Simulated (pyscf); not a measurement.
Structures and frequencies: ωB97X-D3(BJ)/def2-SVP in PySCF.

Problem. Estimate by transition-state theory the rate constant of H₂Si=Se + H• → [HSi=Se]• + H₂ (doublet surface; H–Si broken, H–H formed) at 900 K, with ωB97M-D3(BJ)/def2-TZVP energies (ideal gas, 1 atm, RRHO with modes under 100 cm⁻¹ raised to 100, one conformer, R ln 2 for chiral ones without a mode under 150 cm⁻¹; no tunnelling).

Solution. The electronic barrier is 3.7 kcal/mol and the thermal terms add +16.3, so ΔG‡ = 20.0 kcal/mol. With k_BT/h = 1.88e+13 s⁻¹ and RT = 1.788 kcal/mol, and a volume of 1.23e-19 cm³ per molecule at 1 atm, k = 3.2e-11 cm³ molecule⁻¹ s⁻¹. Wigner's tunnelling factor for 862i cm⁻¹ would be 1.08. A shift of 1 kcal/mol in the barrier changes k by a factor 1.7. One saddle was located; it need not be the lowest between these sides. The angle at the transferred H is 178°. Elements up to Kr have no core potential and no relativistic terms here.
